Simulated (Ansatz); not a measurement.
Structure relaxation of Zr₂O

Method: DFT r2SCAN, scalar-relativistic, plane waves, PAW (Ansatz). Cutoff 500 eV, Γ-centred k mesh, Gaussian smearing, no spin polarisation in the final step.

The start puts Zr₂O on the anti-rutile structure type (P4_2/mnm, No. 136), with O in place of Ti, Zr in place of O, at a guessed volume.

```
Zr O
1.0
     5.36084    0.00000    0.00000
     0.00000    5.36084    0.00000
     0.00000    0.00000    3.45292
Zr O
4 2
Direct
  0.30600 0.30600 0.00000
  0.19400 0.80600 0.50000
  0.69400 0.69400 0.00000
  0.80600 0.19400 0.50000
  0.00000 0.00000 0.00000
  0.50000 0.50000 0.50000
```

Steps on the 4×4×6 mesh (6 atoms). 4 of 4 steps are shown, and the free energy counts from the last. Trial steps that were taken back and renewals of the plane-wave basis can be among the rows.

| step | ΔF (meV/atom) | V (Å³/atom) | P (GPa) | largest force component (eV/Å) |
| --- | --- | --- | --- | --- |
| 1 | 92.4 | 16.54 | -3.48 | 1.044 |
| 2 | 4.5 | 15.99 | 0.33 | 0.291 |
| 3 | -0.3 | 16.05 | -0.32 | 0.034 |
| 4 | 0.0 | 16.05 | -0.31 | 0.034 |

A final relaxation ran on a 8×8×12 mesh. The relaxed crystal, P4_2/mnm (No. 136):

```
Zr O
1.0
     5.40504    0.00000    0.00000
     0.00000    5.40504    0.00000
     0.00000    0.00000    3.29203
Zr O
4 2
Direct
  0.28899 0.28899 0.00000
  0.21101 0.78899 0.50000
  0.71101 0.71101 0.00000
  0.78899 0.21101 0.50000
  0.00000 0.00000 0.00000
  0.50000 0.50000 0.50000
```

For Zr₂O, the volume per atom is 16.03 Å³ and the density is 6.85 g/cm³. The energy over the elements is -1.94 eV/atom and the gap on the 8×8×12 mesh is 0 eV (a metal).

Energies over the elements count from the elements' standard structures at the same level (O₂ as a molecule), with no empirical corrections.

The final run used a 8×8×12 mesh on its 6-atom cell and 0.10 eV smearing. The k mesh leaves about 4 meV/atom of noise in metals.

Symmetry constrained the relaxation, so the result can be a saddle point.

Cost: 3 runs of about 5.5 core-minutes in all, on Arm Neoverse V2 (shared hosts).